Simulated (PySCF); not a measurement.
Compound: 2-methylthiazole, C₄H₅NS.
Numbering: `[CH3:1][c:2]1[n:3][cH:4][cH:5][s:6]1` (hydrogens: H7, H8, H9 on C1; H10 on C4; H11 on C5)

All values: wB97X-D/pcSseg-2 (PySCF, non-relativistic), on one gas-phase PBE0-D3(BJ)/def2-TZVP geometry that isn't relaxed in the solvent. The solvent is an IEF-PCM continuum (Bondi radii, 1.10 Å for H, scaled by 1.2). The model holds no explicit solvent molecules, cavitation or dispersion.

Gas phase at wB97X-D/pcSseg-2: HOMO -8.80 eV, LUMO 1.07 eV, dipole 1.29 D.

Problem. What does the continuum do to the energy, the frontier levels and the dipole at wB97X-D/pcSseg-2 in chloroform?

Solution. 
```csv
solvent,ε,E(solvent) − E(gas) (kJ/mol),polarisation term (kJ/mol),distortion of the solute (kJ/mol),HOMO (eV),LUMO (eV),dipole (D)
chloroform,4.711,-13.66,-15.39,1.73,-8.78,1.07,1.77
```

The polarisation term is half the interaction of the solute with the surface charges that it induces; the rest is the cost of distorting the solute's density. The sum is the electrostatic part of solvation alone.

Problem. Which radius a makes the point-dipole formula ΔE = −[(ε − 1)/(2ε + 1)]·μ²/a³ give the value in chloroform, with the gas-phase dipole?

Solution. μ = 0.509 au and |ΔE| = 0.00520 Eh give a = 1.38 Å; the farthest nucleus lies 3.06 Å from the centroid of the nuclei, so such a sphere wouldn't even hold the nuclei. The formula assumes a rigid point dipole at the centre of a sphere.

wB97X-D is run here without its empirical dispersion term; that term would change no orbital, density or response property at a fixed geometry.
